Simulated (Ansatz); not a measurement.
A calculation with Ansatz (development build ahead of 0.2.0).

```yaml
crystal:
  periodic: [false, false, false]
  atoms:
    - { symbol: C, position_ang: [0.0, 0.0, -0.58344] }
    - { symbol: O, position_ang: [0.0, 0.0, 0.43758] }
basis:
  gaussian: { orbitals: def2-TZVP }
total_charge: 1
magnetization:
  spin_polarized: true
  initial_magnetization: 1
hamiltonian:
  xc: hf
```

The input is written out in the form of the current development build from the run's settings.

Results

```json
{
  "Converged": "yes",
  "Total energy": "-112.29546 hartree",
  "Spin squared of the determinant": "0.825"
}
```
